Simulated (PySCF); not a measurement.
Stepwise substitution at one centre (Si F-SH). Gas-phase values, no solvent. One relaxed conformer stands for each flexible species; it need not be the lowest. Strings in code marks are SMILES.

These are PBE-D3(BJ)/def2-TZVP // PBE0-D3(BJ)/def2-TZVP in PySCF values and carry that method's errors. Excitations are Tamm–Dancoff values on a coarser integration grid. The basis has no diffuse functions, so Rydberg states are missing or too high.

```csv
species,HOMO–LUMO gap (eV),S1–T1 gap (TDA) (eV),S1 excitation (TDA) (eV),LUMO (eV)
0 of 4 F replaced by SH (`F[Si](F)(F)F`),10.06,–,10.17,___
1 of 4 F replaced by SH,___,0.57,6.34,-1.09
2 of 4 F replaced by SH,5.62,0.39,5.76,___
3 of 4 F replaced by SH (`F[Si](S)(S)S`),5.33,0.36,5.47,___
4 of 4 F replaced by SH,5.02,0.27,5.12,-1.37
```

### Question
Complete the blanks.

### Answer

- 0 of 4 F replaced by SH (`F[Si](F)(F)F`), LUMO (eV): -0.53
- 1 of 4 F replaced by SH, HOMO–LUMO gap (eV): 6.13
- 2 of 4 F replaced by SH, LUMO (eV): -1.22
- 3 of 4 F replaced by SH (`F[Si](S)(S)S`), LUMO (eV): -1.21
